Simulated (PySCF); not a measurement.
Cyclo-(PH)4.
Geometry (PBE0-D3(BJ)/def2-SVP, Å), atoms numbered from 1 in this order:
```xyz
8
P4H4 angstrom
P     -0.3907   -1.0056   -1.2336
P     -0.5413   -1.2502    1.0138
P      1.3686   -0.0375    0.9006
P      0.2791    1.0809   -0.7208
H     -1.7710   -0.7275   -1.4851
H     -1.3938   -0.1082    1.1978
H      1.0942    0.8486    1.9893
H      1.3548    1.1994   -1.6620
```

Jobs on this species (8 atoms, 64 electrons) with PySCF (density fitting). Hardware of each: an x86-64 server with one thread (shared host). Other jobs ran on the host; a repeat could differ by tens of per cent or more.

```tsv
level and settings	work	basis functions	SCF cycles	wall time
B3LYP/pcSseg-1	shieldings, ring-centre shieldings	116	?	?
delta-SCF UKS SCAN, pcX-2 on the ionised atom, pcseg-1 elsewhere, spin-free X2C	ΔSCF core ionisation, 2 holes	134	?	?
PBE0-D3(BJ)/def2-SVP, grid level 1	geometry optimisation from a GFN2-xTB start	92	46	27 s
PBE0/pcSseg-1	shieldings, ring-centre shieldings, charges and field gradients	116	12	11 s
wB97X-D/def2-SVPD	10 singlets by full TDDFT, 4 Tamm–Dancoff triplets, polarisability, ΔSCF ions	128	13	50 s
```

Question: Fill in the missing figures.

Answer: 
- B3LYP/pcSseg-1; shieldings, ring-centre shieldings: 8.3 s, 11 SCF cycles
- delta-SCF UKS SCAN, pcX-2 on the ionised atom, pcseg-1 elsewhere, spin-free X2C; ΔSCF core ionisation, 2 holes: 8.9 s, 31 SCF cycles

Question: What do all jobs in the table cost together?

Answer: About 1.8 min; the longest takes about 48 % of that, and about 6 times as long as the shortest.
